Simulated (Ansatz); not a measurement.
Reaction (hydrogen abstraction from a C–H bond): `C[SiH2]O` + `[SiH3]`• → `[CH2][SiH2]O`• + SiH₄

Calculated with Ansatz (gas phase, PBE0-D4/def2-TZVP geometries, no zero-point term in ΔE). CCSD(T)/CBS adds triple-zeta CCSD(T) − MP2 to the extrapolated MP2 energy (def2 sets, frozen cores). This one scheme is used for every species. Functionals use def2-TZVPP. B3LYP here is the variant with VWN-RPA as its local correlation; programs differ in this. HSE06 is defined as in plane-wave codes. No spin–orbit coupling; open shells (•) take unrestricted orbitals. One conformer a species, not always the lowest.

```json
{"level": "LDA (SPW92)", "ΔE (kcal/mol)": "17.3", "difference from CCSD(T)/CBS": "5.9"}
{"level": "revPBE-D4", "ΔE (kcal/mol)": "13.6", "difference from CCSD(T)/CBS": "2.2"}
{"level": "BLYP-D4", "ΔE (kcal/mol)": "11.3", "difference from CCSD(T)/CBS": "-0.1"}
{"level": "r2SCAN-D4", "ΔE (kcal/mol)": "11.5", "difference from CCSD(T)/CBS": "0.1"}
{"level": "B97M-V", "ΔE (kcal/mol)": "11.5", "difference from CCSD(T)/CBS": "0.1"}
{"level": "B3LYP-D4", "ΔE (kcal/mol)": "10.9", "difference from CCSD(T)/CBS": "-0.5"}
{"level": "r2SCANh-D4", "ΔE (kcal/mol)": "11.4", "difference from CCSD(T)/CBS": "0.0"}
{"level": "r2SCAN0-D4", "ΔE (kcal/mol)": "11.2", "difference from CCSD(T)/CBS": "-0.2"}
{"level": "HSE06-D4", "ΔE (kcal/mol)": "13.2", "difference from CCSD(T)/CBS": "1.8"}
{"level": "BHLYP-D4", "ΔE (kcal/mol)": "9.1", "difference from CCSD(T)/CBS": "-2.3"}
{"level": "CAM-B3LYP-D4", "ΔE (kcal/mol)": "10.9", "difference from CCSD(T)/CBS": "-0.5"}
{"level": "ωB97X-V", "ΔE (kcal/mol)": "10.8", "difference from CCSD(T)/CBS": "-0.6"}
{"level": "ωB97M-V", "ΔE (kcal/mol)": "11.1", "difference from CCSD(T)/CBS": "-0.3"}
{"level": "B2PLYP", "ΔE (kcal/mol)": "11.3", "difference from CCSD(T)/CBS": "-0.1"}
{"level": "PBE-QIDH", "ΔE (kcal/mol)": "12.8", "difference from CCSD(T)/CBS": "1.4"}
{"level": "PBE", "ΔE (kcal/mol)": "14.0", "difference from CCSD(T)/CBS": "2.6"}
{"level": "revPBE", "ΔE (kcal/mol)": "13.1", "difference from CCSD(T)/CBS": "1.7"}
{"level": "BLYP", "ΔE (kcal/mol)": "11.1", "difference from CCSD(T)/CBS": "-0.3"}
{"level": "r2SCAN", "ΔE (kcal/mol)": "11.5", "difference from CCSD(T)/CBS": "0.1"}
{"level": "PBE0", "ΔE (kcal/mol)": "13.1", "difference from CCSD(T)/CBS": "1.7"}
{"level": "B3LYP", "ΔE (kcal/mol)": "10.8", "difference from CCSD(T)/CBS": "-0.6"}
{"level": "r2SCANh", "ΔE (kcal/mol)": "11.3", "difference from CCSD(T)/CBS": "-0.1"}
{"level": "r2SCAN0", "ΔE (kcal/mol)": "11.1", "difference from CCSD(T)/CBS": "-0.3"}
{"level": "HSE06", "ΔE (kcal/mol)": "13.1", "difference from CCSD(T)/CBS": "1.7"}
{"level": "BHLYP", "ΔE (kcal/mol)": "9.0", "difference from CCSD(T)/CBS": "-2.4"}
{"level": "CAM-B3LYP", "ΔE (kcal/mol)": "10.8", "difference from CCSD(T)/CBS": "-0.6"}
{"level": "LC-ωPBE", "ΔE (kcal/mol)": "12.4", "difference from CCSD(T)/CBS": "1.0"}
{"level": "HF/def2-SVP", "ΔE (kcal/mol)": "6.1", "difference from CCSD(T)/CBS": "-5.3"}
{"level": "MP2/def2-SVP", "ΔE (kcal/mol)": "14.9", "difference from CCSD(T)/CBS": "3.5"}
{"level": "CCSD/def2-SVP", "ΔE (kcal/mol)": "12.0", "difference from CCSD(T)/CBS": "0.6"}
{"level": "CCSD(T)/def2-SVP", "ΔE (kcal/mol)": "12.6", "difference from CCSD(T)/CBS": "1.2"}
{"level": "HF/def2-TZVPP", "ΔE (kcal/mol)": "4.9", "difference from CCSD(T)/CBS": "-6.5"}
{"level": "MP2/def2-TZVPP", "ΔE (kcal/mol)": "14.0", "difference from CCSD(T)/CBS": "2.6"}
{"level": "CCSD/def2-TZVPP", "ΔE (kcal/mol)": "10.8", "difference from CCSD(T)/CBS": "-0.6"}
{"level": "CCSD(T)/def2-TZVPP", "ΔE (kcal/mol)": "11.6", "difference from CCSD(T)/CBS": "0.2"}
{"level": "HF/def2-QZVPP", "ΔE (kcal/mol)": "4.8", "difference from CCSD(T)/CBS": "-6.6"}
{"level": "MP2/def2-QZVPP", "ΔE (kcal/mol)": "13.9", "difference from CCSD(T)/CBS": "2.5"}
{"level": "SCS-MP2/def2-QZVPP", "ΔE (kcal/mol)": "11.7", "difference from CCSD(T)/CBS": "0.3"}
{"level": "MP2/CBS(def2)", "ΔE (kcal/mol)": "13.8", "difference from CCSD(T)/CBS": "2.4"}
{"level": "CCSD/CBS(def2)", "ΔE (kcal/mol)": "10.6", "difference from CCSD(T)/CBS": "-0.8"}
{"level": "CCSD(T)/CBS", "ΔE (kcal/mol)": "11.4", "difference from CCSD(T)/CBS": "0"}
```

Largest T1 diagnostic among the species: 0.015.

From BLYP to BHLYP (50 % exact exchange), in def2-TZVPP and without D4, ΔE moves by −2.1 kcal/mol. In def2-TZVPP, CCSD(T) changes the Hartree–Fock value by +6.7 kcal/mol (the triples alone add +0.9 kcal/mol) and MP2 by +9.2 kcal/mol. At CCSD(T), def2-SVP lies +1.2 kcal/mol from the extrapolated value and def2-TZVPP +0.2 kcal/mol.
